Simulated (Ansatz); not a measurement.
# BeP+ (singlet): the correlation ladder at distance P1–Be2 = 2.002 Å, cc-pVDZ

One table from this session's results is given with a row withheld; the runs are named, their logs left out.

Computed with Ansatz 0.2.0, Gaussian basis. Level: cc-pVDZ, core rule «outside noble gas», up to 6 orbitals frozen.

The runs, in order: UHF; CCSD(T) on RHF; CCSD(T) on UHF; BCCD(T) on RHF; CISD; CCSDT(Q) on RHF; CCSDT(Q) on UHF; CCSDTQ on RHF; CASSCF and MRCISD+Q, 2 electrons in 2 orbitals; CASSCF and NEVPT2, 2 electrons in 2 orbitals; Full CI.

40 further runs of the same task are left out: 22 for a known fault of the program, 12 that didn't finish, 6 set aside as unsound or not needed.

## The system

The geometry derives from a PBE0/def2-TZVP stationary point (not a proven minimum). One bond is set to the value named and the two fragments are kept rigid.

2 atoms, charge 1, spin multiplicity 1.

Atoms are counted from 1 here; the program's logs count them from 0.

Bond lengths: P1–Be2 2.002 Å.

The first run:

in.yaml

```yaml
crystal:
  periodic: [false, false, false]
  atoms:
    - {symbol: P, position_ang: [0.000000, 0.000000, 0.000000]}
    - {symbol: Be, position_ang: [0.000000, 0.000000, 2.002300]}
basis:
  gaussian: {orbitals: cc-pVDZ}
total_charge: 1
magnetization: {spin_polarized: true, initial_magnetization: 0}
hamiltonian: {xc: hf}
output: {orbitals: {seedname: orbitals}}
```

Command:

```bash
$ ansatz run in.yaml --threads 1 --pin off --events-out ev --progress --plain --max-ram 2393MiB
```

Steps of the session up to this table: UHF; CCSD(T) on RHF; CCSD(T) on UHF; BCCD(T) on RHF; CISD; CCSDT(Q) on RHF; CCSDT(Q) on UHF; CCSDTQ on RHF; CASSCF and MRCISD+Q, 2 electrons in 2 orbitals; CASSCF and NEVPT2, 2 electrons in 2 orbitals; Full CI.

One of the session's tables, all rows but one given; the rest of the session is left out.

| method | from FCI (meV) |
| --- | --- |
| RHF | +4075.3 |
| RMP2 | +1192.7 |
| CISD | +609.0 |
| RCCSD | +392.9 |
| RCCSD(T) | ? |
| BCCD(T) | +220.9 |
| RCCSDT | +56.9 |
| RCCSDT(Q) | -9.6 |
| RCCSDTQ | +1.1 |
| CASSCF pair | +3558.2 |
| NEVPT2 pair | +775.8 |
| MRCISD pair | +313.8 |
| MRCISD+Q pair | +1.2 |
| FCI | 0 |

Q: Estimate the row for RCCSD(T) from the others.

As computed: from FCI (meV): +218.0. In the column «from FCI (meV)» it lies between RCCSDT (+56.9) and BCCD(T) (+220.9).

Left out of the table: UHF, UMP2, UCCSD, UCCSD(T), UCCSDT, UCCSDT(Q) (another determinant or state than the rows shown).

To keep in mind: The report flags that the cluster equations may have other roots. The program flags RCCSDT(Q), RCCSDTQ as in doubt, so those rows may rest on another solution; read them beside their warnings. RCCSDT(Q) falls below full CI, which methods that aren't variational can do.
